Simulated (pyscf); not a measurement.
Single points on ωB97X-D3(BJ)/def2-SVP structures (PySCF, gas phase).

PBE/def2-TZVP puts the barrier of H₃C–Zr(Cl)(Cl)–Cl + H₂ → CH₄ + Cl–ZrH(Cl)–Cl (four-centre exchange; singlet surface; C–Zr, H–H broken, C–H, H–Zr formed) at 0.73 eV and the reaction energy at -0.14 eV, from the separated reactants. What do B3LYP-D3(BJ)/def2-TZVP, M06-2X/def2-TZVP, ωB97M-D3(BJ)/def2-TZVP give on the same structures?

B3LYP-D3(BJ): ΔE‡ = 0.89 eV, ΔE = -0.13 eV; M06-2X: ΔE‡ = 1.01 eV, ΔE = -0.04 eV; ωB97M-D3(BJ): ΔE‡ = 0.90 eV, ΔE = -0.18 eV. PBE's barrier lies under all of them, by 0.16 to 0.28 eV. Its reaction energy lies among theirs. Low barriers are usual for a GGA, whose delocalisation error favours stretched bonds. At the saddle there is also a short H–Zr contact that neither side keeps. This is the saddle that the search found; another between the same sides may lie lower. Elements past Kr carry the def2 core potentials, without spin-orbit coupling.
